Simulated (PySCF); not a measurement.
## Which proton of ethane is most acidic?

Parent: ethane, `CC` (C2H6). Coordinates in Å; atoms count from 1 in this order:
```
C    -0.7505    0.1038   -0.0225
C     0.7551   -0.0990    0.0103
H    -1.2345   -0.5708   -0.7461
H    -1.0143    1.1341   -0.3084
H    -1.2067   -0.0898    0.9610
H     1.0189   -1.1293    0.2964
H     1.2391    0.5757    0.7337
H     1.2113    0.0942   -0.9733
```

Energies: PBE0-D3(BJ)/ma-def2-TZVP (PySCF, density fitting, integration grid level 2) on PBE0-D3(BJ)/ma-def2-SVP structures. The prefix ma- adds one diffuse s and one diffuse p function on all atoms but H. Zero-point and thermal terms (298.15 K, 1 bar) come from unscaled PBE0-D3(BJ)/ma-def2-SVP harmonic frequencies, with soft modes damped to free rotors in the entropy.

```tsv
site	product	ΔH(acid) / kcal/mol	ΔG(acid) / kcal/mol
C1 (methyl carbon)	[CH2-]C	420.3	411.5
```

ΔH and ΔG refer to AH → A⁻ + H⁺ in the gas phase. Sites whose products fell apart, merged with another or lost in a GFN2-xTB screen aren't listed.

In dichloromethane the product from C1 is solvated 59.0 kcal/mol more strongly than the parent (electrostatics only).

Vertical detachment energies of the anions: `[CH2-]C` -0.02 eV.

Against the Active Thermochemical Tables (version 1.112): C1 1758 (computed 1759, error 0) kJ/mol.

Known limits: `[CH2-]C` holds its electron weakly or not at all, so its value hangs on the basis.

Structures, frequencies and single points took 83 s of wall time on 1 thread of Arm Neoverse N1 (shared host), launched as `OMP_NUM_THREADS=1 python redox_run.py task.json out`.

Differences come from unrounded values, so a last digit can differ from that of the printed terms.
